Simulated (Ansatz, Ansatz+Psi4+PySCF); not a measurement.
```xyz
2

Al    0.0000    0.0000   -0.7443
O     0.0000    0.0000    0.7443
```

Basis set: cc-pVTZ on O; cc-pV(T+d)Z on Al (spherical functions). Left uncorrelated: 6 orbitals. Correlation on ROHF uses semicanonical orbitals with singles. Charge 0, multiplicity 2.

Computed with Ansatz (development build ahead of 0.2.0); the reference of a correlated method needn't be the lowest determinant of its kind.

(1) Give the atomization energy at this shape (free ground-state atoms in the same class of orbitals less the molecule, no zero-point energy) of doublet AlO by ROHF-CCSD(T), UHF-BCCD(T).

Answers

(1)

```csv
method,atomization energy
ROHF-CCSD(T),4.52 eV
UHF-BCCD(T),4.51 eV
```

Caution: the reference determinant was not shown to be the lowest; the shape is not the minimum.
